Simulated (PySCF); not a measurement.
## Working out the ionisation energy of S

S [Ne] 3s2 3p4 (3P) → S⁺ [Ne] 3s2 3p3 (4S). All numbers are calculated (PySCF 2.14, the non-relativistic Hamiltonian (point nucleus), in def2-TZVPPD). Frozen: 1s2. Energies in hartree (1 hartree = 27.21139 eV):

| part | S (lower) | S⁺ (upper) |
| --- | --- | --- |
| UHF | -397.502353 | -397.163036 |
| CCSD correlation | -0.294595 | -0.263502 |
| (T) | -0.006333 | -0.004969 |

Task: What does Hartree-Fock give?

Result: (-397.163036) − (-397.502353) = 0.339317 hartree = 9.233 eV.

Task: What do CCSD and CCSD(T) give?

Result: The CCSD correlation energies differ by 0.031093 hartree = 0.846 eV and the triples by 0.001364 hartree = 0.037 eV, so CCSD gives 10.079 eV and CCSD(T) 10.116 eV.

Measured between the centres of the two terms (NIST): 10.336 eV, so CCSD(T) (valence and next inner shell) is off by -0.220 eV.

What remains against the reference includes basis incompleteness, the frozen core and higher excitations.
